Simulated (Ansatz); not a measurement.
**HSiC⁺, triplet: reading a ladder of total energies**

Geometry: that of the HSiC, quartet, kept fixed.

```yaml
atoms:
  - { symbol: Si, position_ang: [0.0000, -0.0832, 0.5272] }
  - { symbol: C, position_ang: [0.0000, 0.0762, -1.3058] }
  - { symbol: H, position_ang: [0.0000, 1.4109, 0.8685] }
```

Basis cc-pVDZ; Ansatz 0.2.0. Correlated methods freeze the noble-gas cores, which leaves 8 electrons in 31 orbitals. R marks a restricted (for open shells ROHF) determinant, U an unrestricted one.

Full CI isn't at hand for all of this; UCCSDTQ serves as the reference, and is uncertain by about the last step of the cluster series.

Unrestricted rows (U) aren't spin-pure: their determinants' ⟨S²⟩ exceeds S(S+1) by up to 0.45, so they mix in states of higher spin.

The cluster runs stand on a determinant 0.43 eV above the lowest UHF solution, chosen by trial CCSD; the correlation energy below is counted from it.

Runs differ by some tens of microhartree through their thresholds and, for an open shell, their frozen cores, so steps under 0.03 kcal/mol mean nothing.

```csv
level,total energy (hartree)
UHF determinant under the cluster runs,-326.880197
UMP2,-327.003601
UCCSD,-327.056601
UCCSD(T),-327.067838
UCCSDT,-327.072053
UCCSDT(Q),-327.073630
UCCSDTQ,-327.073230
```

Question: What is the correlation energy at UCCSDTQ, and what share of it do UMP2 and UCCSDT recover?

Answer: E(corr) = -327.073230 − (-326.880197) = -0.193033 hartree = -5.253 eV. UMP2: -0.123404 / -0.193033 = 63.93 %. UCCSDT: -0.191856 / -0.193033 = 99.39 %.

Question: By how many kcal/mol does UCCSD(T) miss UCCSDTQ (1 hartree = 627.509 kcal/mol), and which steps make up the rest?

Answer: -327.067838 − (-327.073230) = 0.005392 hartree = 3.38 kcal/mol. Steps: UCCSDT − UCCSD(T) = -2.64, UCCSDT(Q) − UCCSDT = -0.99, UCCSDTQ − UCCSDT(Q) = 0.25 kcal/mol. With more than one leading determinant such errors change with state and geometry, and needn't cancel in differences.
